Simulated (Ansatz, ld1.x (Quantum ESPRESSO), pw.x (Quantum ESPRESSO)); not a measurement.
**From atom to crystal: TM potential for lithium (Li)**

| Item | Value |
| --- | --- |
| Element | Li |
| Generator | ld1.x (Quantum ESPRESSO) 7.5 |
| Type | norm-conserving Troullier–Martins (Kleinman–Bylander form) |
| Functional | LDA (PW92) |
| Relativity | scalar-relativistic |
| Frozen core | [He] |
| Valence charge | 1 |
| Reference configuration | 2s0.5 2p0 (charge +0.5) |
| Partial waves | 2s (bound): rc 1.80 bohr; 2p (bound, empty): rc 4.20 bohr |
| Local potential | the p channel |
| Core correction | a·sin(br)/r model core, default radius (core density twice the valence density) |

Atomic tests: cutoffs needed: 6 Ry and 18 Ry (the cutoffs (Ry, on a coarse ladder) from which the occupation-weighted sum of valence levels, in a spherical-Bessel basis at the reference potential, stays within 10 and 1 mRy of its value at 400 Ry); ghost test: no extra level below or beside the all-electron valence levels (s, p, d, f tested) (spherical-Bessel basis up to 400 Ry, 20 bohr box); largest excitation error: +1.1 meV (all-electron minus pseudo) for 2s0 2p1, out of 2 test configurations.

Crystal test: diamond Li in pw.x 7.5, no spin, 8³ k-points, Fermi–Dirac smearing 0.01 Ry, cutoffs 50/200 Ry. The reference is all-electron LAPW (Ansatz 0.2.0) with the same functional, mesh and smearing; V0 and B0 come from Birch–Murnaghan fits to the pressures at five volumes. Errors are pseudo minus all-electron; Δ is the rms difference of the E(V) curves that follow from these fits, minima aligned, over ±6 % about the mean V0. Mesh and smearing are coarse, so the numbers serve the comparison and aren't converged zero-temperature values; the lattice is a test structure that the element need not adopt.

```csv
V (Å³/atom),P all-electron (GPa),P pseudo (GPa)
22.439,0.31,0.42
23.029,0.14,0.24
23.620,-0.01,0.09
24.210,-0.15,-0.05
24.801,-0.27,-0.18
```

All-electron: a0 = 5.734 Å (V0 = 23.57 Å³/atom), B0 = 5.8 GPa.

Pseudopotential: mean pressure error (GPa): +0.10; a0 (Å): 5.768; a0 error (%): +0.58; B0 error (%): -3.0; Δ (meV/atom): 0.5. The largest radius (4.20 bohr) exceeds half the bond length (2.35 bohr), so the spheres overlap, which is one possible source of error among others. This is a poor potential for the solid.

Q: At the middle volume, how do free energy and pressure move when the wave cutoff is lowered (ecutrho kept at four times it)?

A:

| cutoff (Ry) | shift of F (meV/atom) | shift of P (GPa) |
| --- | --- | --- |
| 22 | +4.1 | -0.06 |
| 30 | +2.7 | +0.01 |
| 40 | +1.1 | -0.03 |

Input at the middle volume:

```
&control
  calculation='scf', prefix='x', pseudo_dir='./', outdir='./tmp', tstress=.true., disk_io='none'
/
&system
  ibrav=0, nat=2, ntyp=1, ecutwfc=50, ecutrho=200, nbnd=8,
  occupations='smearing', smearing='fd', degauss=0.01
/
&electrons
  conv_thr=1e-09, mixing_beta=0.4, electron_maxstep=70
/
ATOMIC_SPECIES
Li 1.0 Li.UPF
CELL_PARAMETERS angstrom
  0.00000000 2.86919433 2.86919433
  2.86919433 0.00000000 2.86919433
  2.86919433 2.86919433 0.00000000
ATOMIC_POSITIONS crystal
Li 0.0000 0.0000 0.0000
Li 0.2500 0.2500 0.2500
K_POINTS automatic
8 8 8 0 0 0
```

```bash
pw.x < Li.scf.in > Li.scf.out
```

Lines of the output:

```
Message from routine setup:
     using ibrav=0 with symmetry is DISCOURAGED, use correct ibrav instead
     lattice parameter (alat)  =       7.6679  a.u.
     unit-cell volume          =     318.7913 (a.u.)^3
     number of electrons       =         2.00
     number of Kohn-Sham states=            8
     kinetic-energy cutoff     =      50.0000  Ry
     charge density cutoff     =     200.0000  Ry
     scf convergence threshold =      1.0E-09
     Exchange-correlation= PW
     number of k points=    29  Fermi-Dirac smearing, width (Ry)=  0.0100
     iteration #  1     ecut=    50.00 Ry     beta= 0.40
     total energy              =      -1.15680738 Ry
     estimated scf accuracy    <       0.00219388 Ry
     iteration #  2     ecut=    50.00 Ry     beta= 0.40
     total energy              =      -1.15659753 Ry
     estimated scf accuracy    <       0.00071237 Ry
     iteration #  3     ecut=    50.00 Ry     beta= 0.40
     total energy              =      -1.15661344 Ry
     estimated scf accuracy    <       0.00000057 Ry
     iteration #  4     ecut=    50.00 Ry     beta= 0.40
     total energy              =      -1.15661363 Ry
     estimated scf accuracy    <       0.00000006 Ry
     iteration #  5     ecut=    50.00 Ry     beta= 0.40
     the Fermi energy is     0.2263 ev
!    total energy              =      -1.15661363 Ry
     estimated scf accuracy    <          1.9E-10 Ry
     smearing contrib. (-TS)   =      -0.00336921 Ry
     The total energy is F=E-TS. E is the sum of the following terms:
     one-electron contribution =       0.74381041 Ry
     hartree contribution      =       0.00152523 Ry
     xc contribution           =      -0.90507091 Ry
     ewald contribution        =      -0.99350914 Ry
     convergence has been achieved in   5 iterations
          total   stress  (Ry/bohr**3)                   (kbar)     P=        0.88
     Message from routine punch:
     Nothing written, as per user request (disk_io='none')
```

The run at the middle volume (29 k-points, 5 iterations) took about 3 s on one core of a shared host (Neoverse-V2, 96 threads, 742 GiB, load 28).
